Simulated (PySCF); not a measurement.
Gas-phase reaction: SiH2F2 + 4 CF3 + CH2CF2 ⇌ H3SiCCH + 4 CF4

Energies from PySCF, thermal terms from the rigid-rotor harmonic-oscillator model, ideal gas at 1 bar. † marks an energy on the PBE0/def2-TZVP geometry and frequencies; other levels use their own. MP2 and CCSD(T) freeze the core. 6-31G* has spherical d functions here. Open shells (unrestricted): CF3 (multiplicity 2); the rest are closed-shell singlets. B3LYP is the form with VWN-RPA correlation. MP2 isn't extrapolated to the basis-set limit; its ΔH°(298 K) is -602.5 kJ in def2-SVP and -528.5 kJ in def2-TZVPP. CCSD(T) isn't extrapolated to the basis-set limit; its ΔH°(298 K) is -586.3 kJ in def2-SVP and -512.3 kJ in def2-TZVPP. The harmonic model lacks anharmonicity and excited electronic states, which grow with temperature; levels with a mode under 35 cm⁻¹ are left out.

```csv
level,"ΔE electronic, kJ","ΔH°(298 K), kJ","ΔS°(298 K), J/K","ΔG°(1600 K), kJ"
B3LYP/6-31G*,-512,-508,-271,-93
CCSD(T)/def2-SVP†,-590,-586,-271,-171
CCSD(T)/def2-TZVPP†,-516,-512,-271,-97
HF/def2-TZVP†,-318,-314,-271,101
MP2/def2-SVP†,-606,-602,-271,-187
PBE/def2-TZVP†,-436,-432,-271,-17
PBE0/def2-QZVP†,-446,-442,-271,-27
PBE0/def2-TZVP,-457,-453,-271,-38
LDA/def2-TZVP†,-560,-556,-271,-141
ωB97M-V/def2-TZVP†,-524,-520,-271,-105
ωB97X-V/def2-TZVP†,-493,-489,-271,-74
```
ΔH° is lowest at MP2/def2-SVP† and highest at HF/def2-TZVP†. No reference value is set beside these.
